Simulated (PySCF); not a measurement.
Bond curve of MgB

Set-up: basis Mg x2c-SVPall, B x2c-SVPall; spin-free X2C with a Gaussian nucleus; PySCF 2.14. Energies in eV from Mg + B in their ground configurations at the same level. State: doublet, unpaired electrons π ↑.

```json
{"R (Å)": "2.150", "ROHF-CCSD": "-0.0536"}
{"R (Å)": "2.246", "ROHF-CCSD": "-0.1713"}
{"R (Å)": "2.317", "ROHF-CCSD": "-0.2183"}
{"R (Å)": "2.389", "ROHF-CCSD": "-0.2404"}
{"R (Å)": "2.461", "ROHF-CCSD": "-0.2448"}
{"R (Å)": "2.556", "ROHF-CCSD": "-0.2330"}
{"R (Å)": "2.676", "ROHF-CCSD": "-0.2032"}
{"R (Å)": "2.819", "ROHF-CCSD": "-0.1616"}
```

**Question.** Put a parabola through the three lowest points of the ROHF-CCSD curve and estimate Re, k and ωe (reduced mass 7.546 u; 1 eV/Å² = 0.16022 mdyn/Å; ωe = 1302.8·√(k/μ) cm⁻¹).

**Answer.** Through R = 2.389, 2.461, 2.556 Å the second-order coefficient is 1.11 eV/Å², so Re ≈ 2.453 Å, k ≈ 0.356 mdyn/Å and ωe ≈ 283 cm⁻¹. A polynomial fit of higher order to the unrounded ROHF-CCSD energies gives Re = 2.447 Å, k = 0.399 mdyn/Å, ωe = 300 cm⁻¹; anharmonicity and rounding make the difference.

The higher-order fit for each curve: ROHF-CCSD: Re = 2.447 Å, ωe = 300 cm⁻¹, De = 0.245 eV.

Correlated steps freeze 2 core orbitals. The bond is weak. Basis-set superposition, not corrected here, can be much of De in a small basis, most of all at correlated wavefunction levels. The state is the lowest determinant that a PBE0 search found; another state may lie lower at other levels.
